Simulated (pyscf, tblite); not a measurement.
HO–P(OH)–OH + H• → H₂O + HO–P•–OH: energy along the mass-weighted descent from the GFN2-xTB with spin polarisation saddle (tblite), relative to the relaxed reactant side, a complex of the molecules.

```
s (amu^1/2 bohr) | E (kcal/mol)
    -4.71 |  0.2
    -4.53 |  0.3
    -4.22 | # 0.7
    -3.12 | ##### 3.2
   -0.600 | ############################## 21.0
     1.92 | ################# 12.0
     3.85 | ########### 8.0
     4.53 | ######### 6.4
     5.01 | ######## 5.5
     5.39 | ####### 5.0
     5.70 | ####### 4.6
```

Question: The GFN2-xTB with spin polarisation barrier from the reactant side is 27.1 kcal/mol. What does ωB97X-D3(BJ) (PySCF) give from its own reactant-side minimum, in def2-SVP and in def2-TZVP?

Answer: 26.3 kcal/mol in the double-zeta basis after reoptimising the saddle, and 27.9 kcal/mol in the triple-zeta single point, so the tight-binding barrier lies 0.8 kcal/mol under the latter. The imaginary mode goes from 1490i to 1837i cm⁻¹.
